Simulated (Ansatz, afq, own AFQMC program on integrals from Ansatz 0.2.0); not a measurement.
AFQMC on a folder of integrals that Ansatz 0.2.0 wrote.

```yaml
crystal:
  periodic: [false, false, false]
  atoms:
    - {symbol: Al, position_ang: [0.000000, 0.000000, 1.593442]}
    - {symbol: Ga, position_ang: [0.000000, 0.000000, -0.582370]}
    - {symbol: H, position_ang: [0.000000, 1.232755, -1.185058]}
    - {symbol: H, position_ang: [0.000000, -1.232755, -1.185058]}
basis:
  gaussian: {orbitals: cc-pVDZ}
magnetization: {spin_polarized: true, initial_magnetization: 2}
correlation: {method: ccsd_t, electrons: outside_noble_gas, hamiltonian_folder: ham}
```

```sh
$ ansatz run in.yaml --threads 1 --pin off --events-out ev --progress --plain --max-ram 1382MiB
```

afq runs on the folder ham with

```
--method phaseless --trial cisd --walkers 60 --populations 1 --least-time 40 --time-step 0.005 --steps-per-block 50 --equilibration-blocks 28 --max-blocks 300 --target-error 0.00034 --factor-cut 1e-05 --start spin_pure --seed 4685 --release-times 0.24,0.51,0.99,1.62,2.4 --release-step 0.03 --release-every 4 --taylor-order 6
```

Times are imaginary, in 1/Eh. The walk had a cap of 932 s. Filled inner d shells are frozen with the cores.

afq prints:

```
orbitals 36  electrons 5 3  factors 294 of 590
reference energy -2166.18235435 Eh
CCSD correlation -0.12830990 Eh in 12 cycles, weight of the determinant in the CISD state 0.8909
energy of the start -2166.310521 Eh
 block  time / (1/Eh)  mean weight  energy / Eh
     1     0.250  1.0007  -2166.309423
     2     0.500  0.9995  -2166.309723
     3     0.750  0.9989  -2166.310065
     4     1.000  0.9996  -2166.311495
     5     1.250  0.9993  -2166.311437
     7     1.750  0.9997  -2166.311930
     9     2.250  0.9999  -2166.313598
    13     3.250  1.0010  -2166.316869
    21     5.250  1.0006  -2166.316855
    29     7.250  1.0001  -2166.318102
    37     9.250  1.0017  -2166.314078
    45    11.250  1.0008  -2166.314524
    53    13.250  0.9991  -2166.314109
    57    14.250  0.9997  -2166.312804
    61    15.250  0.9989  -2166.315657
    69    17.250  0.9993  -2166.314859
    77    19.250  1.0012  -2166.320703
    85    21.250  1.0013  -2166.318622
    93    23.250  1.0019  -2166.316117
   101    25.250  1.0007  -2166.312926
   109    27.250  0.9994  -2166.315089
   117    29.250  1.0012  -2166.314253
   125    31.250  1.0006  -2166.315864
   133    33.250  0.9992  -2166.315074
   141    35.250  0.9990  -2166.313702
   149    37.250  0.9997  -2166.316173
   157    39.250  1.0017  -2166.315129
   165    41.250  0.9993  -2166.316007
   173    43.250  1.0001  -2166.314927
   181    45.250  0.9998  -2166.315013
   185    46.250  0.9998  -2166.313812
blocks merged  error / Eh  count
     1  0.000142  160
     2  0.000183  80
     4  0.000235  40
     8  0.000275  20
    16  0.000312  10
released: time / (1/Eh)  energy / Eh  error  mean overlap
  0.24  -2166.315838  0.000264  0.9982
  0.51  -2166.315981  0.000246  0.9777
  0.99  -2166.315706  0.000272  0.9773
  1.62  -2166.315543  0.000229  0.9854
  2.40  -2166.315523  0.000299  0.9788
energy -2166.315763 +/- 0.000275 Eh
(rows thinned)
```

The run passed its tests (sampling time, drift between the halves within three errors, error under three times the target), which doesn't prove that it has relaxed.

Against this walk (error 7.5 meV) on the same determinant: CCSD(T) 40.6 meV higher, CCSDT(Q) 5.8 meV higher (within the noise). The error is statistical and leaves out the bias of the constraint. Released to 2.40 1/Eh the energy moves by 7 ± 11 meV (both errors), within twice the noise.

Cautions: constraint bias not in the error; no relativity below Rb; no spin-orbit coupling; inner d shell frozen; lower spins were not checked.

The walk took 5.7 min on 1 thread of Arm Neoverse N1, with other jobs on the host. The log's last line is the phaseless energy.

CCSDT and higher add their correlation energy to the determinant of the CCSD(T) run, since their own runs factorise the integrals more tightly (a shift of under 2 meV). A walk keeps the symmetry of its determinant, which the program's search chose and which needn't be the lowest solution, so a lower state of the same spin and another symmetry isn't excluded.
